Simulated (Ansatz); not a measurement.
Input for Ansatz (development build ahead of 0.2.0):

```yaml
crystal:
  periodic: [false, false, false]
  atoms:
    - { symbol: "N", position_ang: [0.0, 0.0, -0.59052] }
    - { symbol: H, position_ang: [0.0, 0.0, 0.59052] }
basis:
  gaussian: { orbitals: cc-pVTZ }
magnetization:
  spin_polarized: true
  initial_magnetization: 2
hamiltonian:
  xc: hf
correlation:
  method: bccd_t
  frozen_orbitals: { H: 0, "N": 1 }
```

The input is written out in the form of the current development build from the run's settings.

Output:

| Quantity | Value |
| --- | --- |
| Converged | yes |
| Reference energy (starting determinant) | -54.96696 hartree |
| Correlation energy | -0.16361 hartree |
| Total energy | -55.13057 hartree |
